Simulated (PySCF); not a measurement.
Molecule: pentanal, C$_{5}$H$_{10}$O.

Geometry:
| atom | x (Å) | y (Å) | z (Å) |
| --- | --- | --- | --- |
| C1 | -2.380 | 0.280 | -0.206 |
| C2 | -1.125 | -0.301 | 0.425 |
| C3 | 0.156 | 0.197 | -0.227 |
| C4 | 1.414 | -0.381 | 0.390 |
| C5 | 2.691 | 0.128 | -0.215 |
| O6 | 2.752 | 0.941 | -1.098 |
| H7 | -2.388 | 1.380 | -0.137 |
| H8 | -3.292 | -0.092 | 0.284 |
| H9 | -2.446 | 0.019 | -1.275 |
| H10 | -1.105 | -0.058 | 1.502 |
| H11 | -1.159 | -1.404 | 0.371 |
| H12 | 0.146 | -0.037 | -1.306 |
| H13 | 0.203 | 1.298 | -0.174 |
| H14 | 1.469 | -0.174 | 1.477 |
| H15 | 1.436 | -1.486 | 0.323 |
| H16 | 3.627 | -0.310 | 0.223 |

Geometry PBE0-D3(BJ)/def2-SVP throughout; GIAO in PySCF 2.14.0 with density-fitted response routines, gas phase, one conformer, non-relativistic; equivalent atoms averaged; basis pcSseg-1.

Task: How do the absolute shieldings σ depend on the functional? (a selection of nuclei; ppm; last column core-seconds on shared hosts with different chips, so compare them loosely)

Result: 
```csv
functional,kind,C5,C4,C3,C2,C1,O6,H14/H15,H7/H8/H9,H10/H11,core-s
HF,Hartree–Fock,-10.9,147.7,167.6,168.0,174.6,-354.2,29.71,30.58,30.75,4.9
LDA,LDA,-31.3,125.1,153.5,154.3,165.4,-377.2,28.38,29.79,29.65,14
PBE,GGA,-22.2,127.3,152.1,152.4,163.1,-351.5,28.85,30.14,30.03,18
BLYP,GGA,-27.1,121.7,145.9,146.1,157.6,-353.9,29.06,30.28,30.17,18
BP86,GGA,-22.4,127.5,152.1,152.4,162.7,-346.3,28.93,30.21,30.11,19
OPBE,GGA,-8.9,136.0,158.9,158.8,168.3,-322.1,28.88,30.20,30.09,18
KT2,GGA,-6.6,133.2,156.1,156.0,166.4,-304.1,28.92,30.12,30.01,20
KT3,GGA,-5.0,133.3,154.6,154.3,164.8,-298.2,29.09,30.26,30.15,20
B97-D,GGA,-17.0,128.5,151.2,151.2,161.5,-321.8,29.11,30.32,30.23,20
B3LYP,global hybrid,-25.0,128.1,151.5,151.9,162.1,-362.8,29.15,30.31,30.27,13
PBE0,global hybrid,-19.6,134.7,158.4,158.8,167.9,-361.1,29.02,30.21,30.19,15
mPW1PW91,global hybrid,-20.3,134.1,157.7,158.0,166.9,-359.7,29.09,30.26,30.25,13
WP04,global hybrid,-31.4,123.9,144.9,145.0,154.5,-335.5,29.40,30.55,30.53,24
B97-2,global hybrid,-15.9,135.0,157.5,157.7,166.7,-339.8,29.15,30.31,30.29,25
BHandHLYP,global hybrid,-20.9,135.9,158.2,158.6,167.3,-367.6,29.31,30.36,30.41,21
CAM-B3LYP,range-separated hybrid,-25.2,132.2,156.0,156.7,166.1,-369.8,29.13,30.25,30.25,28
wB97X-D,range-separated hybrid,-20.5,135.7,159.1,159.6,168.0,-357.8,29.18,30.33,30.34,29
LC-wPBE,range-separated hybrid,-21.0,141.0,164.9,165.7,173.0,-361.5,29.16,30.30,30.33,39
```

Task: Which nucleus among those listed moves most, in ppm?

Result: O6 (aldehyde oxygen): from -377.2 ppm with LDA to -298.2 ppm with KT3. The smallest spread is 0.79 ppm, at H7/H8/H9. Proton shifts span only some 12 ppm, so a few tenths of a ppm matter as much there as several ppm in carbon.
